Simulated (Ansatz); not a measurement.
**H2Cl+ (singlet): from Hartree-Fock to the top rungs at distance Cl1–H2 = 1.561 Å, 6-31G**

How much of the correlation energy of H2Cl+ (singlet) does each wave-function method recover here?

Program: Ansatz 0.2.0, Gaussian basis. Level of theory: 6-31G, core rule «outside noble gas», up to 5 orbitals frozen. These are calculated values, not measurements.

The runs, in order: UHF; CCSD(T) on RHF; BCCD(T) on RHF; CISD; CCSDT(Q) on RHF; CISDTQ; CCSDTQ on RHF; CASSCF and MRCISD+Q, 2 electrons in 2 orbitals; CASSCF and NEVPT2, 2 electrons in 2 orbitals; CASSCF and MRCISD+Q, 8 electrons in 6 orbitals; CASSCF and MRCISD+Q(relaxed), 8 electrons in 6 orbitals; CASSCF and NEVPT2, 8 electrons in 6 orbitals; Full CI.

14 further runs of the same task are left out: 9 that didn't finish, 5 set aside as unsound or not needed. Runs told in other sessions of the task aren't counted.

## (1) The geometry

The geometry derives from a PBE0/def2-TZVP stationary point (not a proven minimum). One bond is set to the value named and the two fragments are kept rigid.

3 atoms, charge 1, spin multiplicity 1.

Atoms are counted from 1 here; the program's logs count them from 0.

Bond lengths: Cl1–H2 1.561 Å, Cl1–H3 1.310 Å. Angles: H2–Cl1–H3 94.6°.

## (2) UHF

Contents of in.yaml:

```yaml
crystal:
  periodic: [false, false, false]
  atoms:
    - {symbol: Cl, position_ang: [0.000000, -0.052400, 0.004955]}
    - {symbol: H, position_ang: [0.000000, 1.006586, -1.141898]}
    - {symbol: H, position_ang: [0.000000, 0.836501, 0.967611]}
basis:
  gaussian: {orbitals: 6-31G}
total_charge: 1
magnetization: {spin_polarized: true, initial_magnetization: 0}
hamiltonian: {xc: hf}
output: {orbitals: {seedname: orbitals}}
```

Started as:

```
ansatz run in.yaml --threads 1 --pin off --events-out ev --progress --plain --max-ram 2393MiB
```

Further steps of the session: CCSD(T) on RHF; BCCD(T) on RHF; CISD; CCSDT(Q) on RHF; CISDTQ; CCSDTQ on RHF; CASSCF and MRCISD+Q, 2 electrons in 2 orbitals; CASSCF and NEVPT2, 2 electrons in 2 orbitals; CASSCF and MRCISD+Q, 8 electrons in 6 orbitals; CASSCF and MRCISD+Q(relaxed), 8 electrons in 6 orbitals; CASSCF and NEVPT2, 8 electrons in 6 orbitals; Full CI.

Q: Predict the results of all the runs planned. Wanted: FCI from the RHF energy; RMP2 from FCI; RCCSD from FCI; RCCSD(T) from FCI; RCCSDT(Q) from FCI; NEVPT2 pair from FCI; MRCISD+Q pair from FCI; NEVPT2 valence from FCI; T1 diagnostic.

The runs gave:

| quantity | value |
| --- | --- |
| FCI from the RHF energy | -2.0443 eV |
| RMP2 from FCI | +413.6 meV |
| RCCSD from FCI | +22.1 meV |
| RCCSD(T) from FCI | +4.8 meV |
| RCCSDT(Q) from FCI | +0.1 meV |
| NEVPT2 pair from FCI | +238.0 meV |
| MRCISD+Q pair from FCI | +2.6 meV |
| NEVPT2 valence from FCI | +168.7 meV |
| levels within 1 kcal/mol (43 meV) | RCCSD, RCCSD(T), BCCD(T), RCCSDT, CISDTQ, RCCSDT(Q), RCCSDTQ, MRCISD pair, MRCISD+Q pair, MRCISD valence, MRCISD+Q valence, MRCISD+Q(relaxed) valence |
| T1 diagnostic | 0.012 |
| effectively unpaired electrons | 0.03 |

**Reading.** RCCSD(T) misses by +4.8 meV, 0.2 % of the correlation energy. One determinant dominates. Of the multireference levels listed MRCISD+Q pair comes nearest in total energy (+2.6 meV), which doesn't show that its space is the better one. These misses are within one basis, not against nature.
